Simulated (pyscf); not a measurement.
## Routes from `[SiH3][O][PH2]` + `[SiH4]`

Candidate steps break at most two bonds and form at most two. Each was searched with GFN2-xTB (tblite) first. Optimised with ωB97X-D3(BJ)/def2-SVP in PySCF. Energies: ωB97M-D3(BJ)/def2-TZVP, eV, from the separated reactants, singlet surface; ΔG‡ with ideal gas, 1 atm, RRHO with modes under 100 cm⁻¹ raised to 100, one conformer, R ln 2 for chiral ones without a mode under 150 cm⁻¹.

| products | type | ΔE‡ | ΔE | ΔG‡ 298 K | ΔG‡ 900 K | ν‡ (cm⁻¹) |
|---|---|---|---|---|---|---|
| PH₃ + H₃Si–O–SiH₃ | four-centre exchange | 1.62 | -1.11 | 2.12 | 3.06 | 528i |
| H₃Si–O–PH–SiH₃ + H₂ | four-centre exchange | 3.06 | +0.21 | 3.44 | 4.26 | 1616i |

Plain bond fissions and candidates not yet searched are not listed, and one of them may be faster. Each barrier is that of the saddle found; lower ones may exist.
